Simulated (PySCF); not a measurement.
AlF₃, SMILES [F][Al]([F])[F]. Heavy atoms are numbered as in [Al:1]([F:2])([F:3])[F:4].

Geometry: TPSSh-D3(BJ)/def2-TZVP. The isomer is the one that the SMILES or the coordinates give; other isomers of the formula were not compared.

Computed with PySCF with KT2/pcSseg-2.

GIAO shieldings, no solvent; atoms alike by connectivity are averaged. δ = σ(ref) − σ: ¹⁹F against CFCl3 (σ = 125.1 ppm), references at their B3LYP-D3(BJ)/def2-TZVP geometries, non-relativistic.

```tsv
nucleus	atoms	count	δ (ppm)
¹⁹F	F2	3	-252.1
```
